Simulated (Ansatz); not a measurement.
We consider rock-salt SnTe (cubic form, which distorts at low temperature), described by r²SCAN (plane waves, PAW; Ansatz, a program for electronic structure).

Numerical settings: plane-wave cutoff 600 eV, 20×20×20 k mesh, scalar-relativistic PAW data made under PBE.

Computed at the level's own relaxed cell.

Elastic tensor (GPa, Voigt notation, ions relaxed):

```
  126.0     2.7     2.7     0.0     0.0     0.0
    2.7   126.0     2.7     0.0     0.0     0.0
    2.7     2.7   126.0     0.0     0.0     0.0
    0.0     0.0     0.0    18.7     0.0     0.0
    0.0     0.0     0.0     0.0    18.7     0.0
    0.0     0.0     0.0     0.0     0.0    18.7
```

Worked from these constants: the tetragonal shear constant is C′ = (C11 − C12)/2 = 61.6 GPa against C44 = 18.7 GPa, so the C44 shear is the softer. The Zener ratio C44/C′ is 0.30 (1 for an isotropic solid), and the Cauchy pressure C12 − C44 is -16.0 GPa. With C11 + 2C12 = 131.4 GPa all three Born conditions hold; they don't test modes at the zone boundary.

Measured, for comparison: elastic constant C11 109 GPa, elastic constant C12 2.1 GPa, elastic constant C44 9.69 GPa (temperature not stated, no zero-point or thermal correction; as tabulated in Oses et al. (2018), arXiv:1811.08464). Computed (rounded) less measured: elastic constant C11 +16 %, elastic constant C12 +30 %, elastic constant C44 +93 %.

Note: symmetry holds this phase in the static calculation, where it need not be a minimum.

Computed values are for the static lattice.
